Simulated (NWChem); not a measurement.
The numbers come from NWChem runs, not from measurements. System: O, charge 0, spin multiplicity 3. Its SCF solution wasn't tested for a lower state. Level: UMP2/cc-pVQZ, 1 core orbitals frozen.

The NWChem input:

```
start mol
memory heap 200 mb stack 900 mb global 1100 mb
geometry units angstroms nocenter noautoz
  O      0.000000     0.000000     0.000000
  symmetry group D2h
end
basis spherical
  * library cc-pvqz
end
scf
  uhf
  nopen 2
  maxiter 100
  thresh 1e-7
  semidirect memsize 60000000 filesize 0
  # guess.movecs holds the orbitals of an unrestricted PBE0 run
  vectors input guess.movecs output mol.movecs
end
mp2
  freeze core 1
end
task mp2 energy
```

NWChem printed:

```
             Northwest Computational Chemistry Package (NWChem) 7.3.0
             --------------------------------------------------------

                                NWChem Input Module
                                -------------------

 Scaling coordinates for geometry "geometry" by  1.889725989
 (inverse scale =  0.529177249)

                             Geometry "geometry" -> ""
                             -------------------------

 Output coordinates in angstroms (scale by  1.889725989 to convert to a.u.)

  No.       Tag          Charge          X              Y              Z
 ---- ---------------- ---------- -------------- -------------- --------------
    1 O                    8.0000     0.00000000     0.00000000     0.00000000

 Effective nuclear repulsion energy (a.u.)       0.0000000000

            Nuclear Dipole moment (a.u.)
            ----------------------------
        X                 Y               Z
 ---------------- ---------------- ----------------
     0.0000000000     0.0000000000     0.0000000000

      Symmetry information
      --------------------

 Group name             D2h
 Group number             26
 Group order               8
 No. of unique centers     1

      Symmetry unique atoms

     1


 Summary of "ao basis" -> "" (spherical)
 ------------------------------------------------------------------------------
       Tag                 Description            Shells   Functions and Types
 ---------------- ------------------------------  ------  ---------------------
 *                          cc-pvqz                   on all atoms

 Summary of "ao basis" -> "ao basis" (spherical)
 ------------------------------------------------------------------------------
       Tag                 Description            Shells   Functions and Types
 ---------------- ------------------------------  ------  ---------------------
 O                          cc-pvqz                 15       55   5s4p3d2f1g

                                 NWChem SCF Module
                                 -----------------

  ao basis        = "ao basis"
  functions       =    55
  atoms           =     1
  alpha electrons =     5
  beta  electrons =     3
  charge          =   0.00
  wavefunction    = UHF
  use symmetry    = T
  symmetry adapt  = T

 Summary of "ao basis" -> "ao basis" (spherical)
 ------------------------------------------------------------------------------
       Tag                 Description            Shells   Functions and Types
 ---------------- ------------------------------  ------  ---------------------
 O                          cc-pvqz                 15       55   5s4p3d2f1g

      Symmetry analysis of basis
      --------------------------

        ag         14
        au          2
        b1g         5
        b1u         8
        b2g         5
        b2u         8
        b3g         5
        b3u         8

 Forming initial guess at       0.1s

   Symmetry analysis of molecular orbitals - initial alpha
   -------------------------------------------------------

  Numbering of irreducible representations:

     1 ag          2 au          3 b1g         4 b1u         5 b2g
     6 b2u         7 b3g         8 b3u

  Orbital symmetries:

     1 ag          2 ag          3 b2u         4 b3u         5 b1u
     6 b3u         7 b2u         8 ag          9 b1u        10 b1g
    11 ag         12 b2g        13 b3g        14 ag         15 b2u

   Symmetry analysis of molecular orbitals - initial beta
[...]
    Atom       Charge   Shell Charges
 -----------   ------   -------------------------------------------------------
    1 O    8     8.00   1.98 -0.03  0.44  1.10  0.49  0.44  1.25  1.65  0.66  0.00  0.00  0.00  0.00  0.00  0.00

  Mulliken analysis of the alpha density
  --------------------------------------

    Atom       Charge   Shell Charges
 -----------   ------   -------------------------------------------------------
    1 O    8     5.00   0.99 -0.01  0.24  0.58  0.21  0.34  0.97  1.25  0.44  0.00  0.00  0.00  0.00  0.00  0.00

   Mulliken analysis of the beta density
   -------------------------------------

    Atom       Charge   Shell Charges
 -----------   ------   -------------------------------------------------------
    1 O    8     3.00   0.99 -0.01  0.21  0.52  0.29  0.10  0.29  0.40  0.22  0.00  0.00  0.00  0.00  0.00  0.00

   Mulliken analysis of the spin density
   -------------------------------------

    Atom       Charge   Shell Charges
 -----------   ------   -------------------------------------------------------
    1 O    8     2.00  -0.01  0.00  0.03  0.06 -0.08  0.24  0.68  0.86  0.23 -0.00 -0.00 -0.00  0.00  0.00  0.00

       Multipole analysis of the density wrt the origin
       ------------------------------------------------

     L   x y z        total         alpha         beta         nuclear
     -   - - -        -----         -----         ----         -------
     0   0 0 0     -0.000000     -5.000000     -3.000000      8.000000

     1   1 0 0      0.000000     -0.000000      0.000000      0.000000
     1   0 1 0      0.000000     -0.000000      0.000000      0.000000
     1   0 0 1     -0.000000      0.000000     -0.000000      0.000000

     2   2 0 0     -3.404074     -2.405412     -0.998661      0.000000
     2   1 1 0      0.000000     -0.000000      0.000000      0.000000
     2   1 0 1     -0.000000     -0.000000     -0.000000      0.000000
     2   0 2 0     -3.404074     -2.405412     -0.998661      0.000000
     2   0 1 1      0.000000      0.000000     -0.000000      0.000000
     2   0 0 2     -4.339193     -2.389895     -1.949298      0.000000

                   NWChem MP2 Semi-direct Energy/Gradient Module
                   ---------------------------------------------

  Basis functions       =     55
  Molecular orbitals    =     55
  Frozen core           =      1
  Frozen virtuals       =      0
  Active alpha occupied =      4
  Active beta occupied  =      2
  Active alpha virtual  =     50
  Active beta virtual   =     52
  Use MO symmetry       = T
  Use skeleton AO sym   = T

  AO/Fock/Back tols     =   1.0D-09  1.0D-09  1.0D-09

 GA uses MA = F    GA memory limited = T

 Available:
  local mem=  1.26D+08
 global mem=  1.44D+08
 local disk=  0.00D+00
  mp2_memr nvloc                    50
  nvloc new                    50
   1 passes of   4:        4194304                      22695                   1052443.
   1 passes of   4: M    126153933           G      144173150           F     121959629.

 Semi-direct pass number   1 of   1  for UHF alpha       at        0.4s
  vrange nnbf                  1540
  mp2_eaftype                    10  avail_ma_in_mb                  1099
 EAF : mp2_eaftype filesize          10     526221.
  mp2_eaf for mointskh                     10
Node 0 wrote      2.5 Mb in      0.0 s     Agg I/O rate:  2251.1 Mb/s
 Done moints_semi at        0.9s
  mp2_eaftype                    10  avail_ma_in_mb                  1089
 EAF : mp2_eaftype filesize          10     526221.
  mp2_eaf for kh                    10
 Done maket at        0.9s
 Done multipass loop at        0.9s

 GA uses MA = F    GA memory limited = T

 Available:
  local mem=  1.26D+08
 global mem=  1.44D+08
 local disk=  0.00D+00
  mp2_memr nvloc                    52
  nvloc new                    52
   1 passes of   2:        4194304                      14763                    549787.
   1 passes of   2: M    126153933           G      144173150           F     121959629.

 Semi-direct pass number   1 of   1  for UHF beta        at        0.9s
  vrange nnbf                  1540
  mp2_eaftype                    10  avail_ma_in_mb                  1099
 EAF : mp2_eaftype filesize          10     274893.
  mp2_eaf for mointskh                     10
Node 0 wrote      1.3 Mb in      0.0 s     Agg I/O rate:  1625.3 Mb/s
 Done moints_semi at        1.4s
  mp2_eaftype                    10  avail_ma_in_mb                  1089
 EAF : mp2_eaftype filesize          10     274893.
  mp2_eaf for kh                    10
 Done maket at        1.4s
 Done multipass loop at        1.4s

          -------------------------------------------
          SCF energy                 -74.817294693609
          Correlation energy          -0.157592396893
          Singlet pairs                0.000000000000
          Triplet pairs                0.000000000000
          Total MP2 energy           -74.974887090502
          -------------------------------------------

          ---------------------------------------------------
                    Spin Component Scaled (SCS) MP2
          Same spin pairs                     -0.037800151143
          Same spin scaling factor             0.333333333333
          Opposite spin pairs                 -0.119792245750
          Opposite spin scaling fact.          1.200000000000
          SCS-MP2 correlation energy          -0.156350745281
          Total SCS-MP2 energy               -74.973645438890
          ---------------------------------------------------

 -----------------------
 Performance information
 -----------------------

 Timer overhead =  2.29D-07 seconds/call

               Nr. of calls         CPU time (s)                 Wall time (s)                GFlops
             ---------------    -------------------     ------------------------------   -------------------
Name         Min   Avg   Max    Min     Avg     Max     Min     Avg     Max   Mx/calls   Min     Max     Sum
mp2: moin     2     2     2   0.91    0.91    0.91     0.91    0.91    0.91    0.45      0.0     0.0     0.0
mp2: make     2     2     2   1.88E-2 1.88E-2 1.88E-2  1.88E-2 1.88E-2 1.88E-2 9.42E-3   0.0     0.0     0.0
mp2: tota     1     1     1    1.1     1.1     1.1      1.1     1.1     1.1     1.1      0.0     0.0     0.0

 The average no. of pstat calls per process was 5.00D+00
 with a timing overhead of 1.14D-06s

 Task  times  cpu:        1.4s     wall:        1.4s

 Total times  cpu:        1.4s     wall:        1.4s
```
